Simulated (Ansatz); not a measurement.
# Worked example: correlation energy of AlH₄, doublet

Geometry: a point of a breathe scan, not a stationary point.

```xyz
5

Al   -0.1057    0.0003   -0.2345
H     0.7924    0.0032    3.5069
H    -0.5599   -0.0157    3.4550
H     1.2950    2.4429   -0.3334
H     1.3026   -2.4373   -0.3519
```

Basis 6-31G; Ansatz 0.2.0. Correlated methods freeze the noble-gas cores, which leaves 7 electrons in 16 orbitals. R marks a restricted (for open shells ROHF) determinant.

Full CI is exact within this basis and frozen core; it isn't the basis-set limit.

The cluster runs stand on a determinant 0.87 eV above the lowest RHF solution, chosen by trial CCSD; the correlation energy below is counted from it.

Runs differ by some tens of microhartree through their thresholds and, for an open shell, their frozen cores, so steps under 0.03 kcal/mol mean nothing.

| level | total energy (hartree) |
| --- | --- |
| RHF determinant under the cluster runs | -243.840546 |
| RCCSD* | -243.993311 |
| RCCSD(T)* | -243.996538 |
| RCCSDT* | -243.998278 |
| RCCSDT(Q)* | -243.998380 |
| RCCSDTQ* | -243.998426 |
| full CI | -243.998425 |

Q: What is the correlation energy at full CI, and what share of it do RMP2 and RCCSDT recover?

A: E(corr) = -243.998425 − (-243.840546) = -0.157879 hartree = -4.296 eV. RCCSD: -0.152765 / -0.157879 = 96.76 %. RCCSDT: -0.157732 / -0.157879 = 99.91 %.

Q: By how many kcal/mol does RCCSD(T) miss full CI (1 hartree = 627.509 kcal/mol), and which steps make up the rest?

A: -243.996538 − (-243.998425) = 0.001887 hartree = 1.18 kcal/mol. Steps: RCCSDT − RCCSD(T) = -1.09, RCCSDT(Q) − RCCSDT = -0.06, RCCSDTQ − RCCSDT(Q) = -0.03, full CI − RCCSDTQ = 0.00 kcal/mol. With more than one leading determinant such errors change with state and geometry, and needn't cancel in differences.

An asterisk marks runs whose energy the program itself flagged as in doubt.
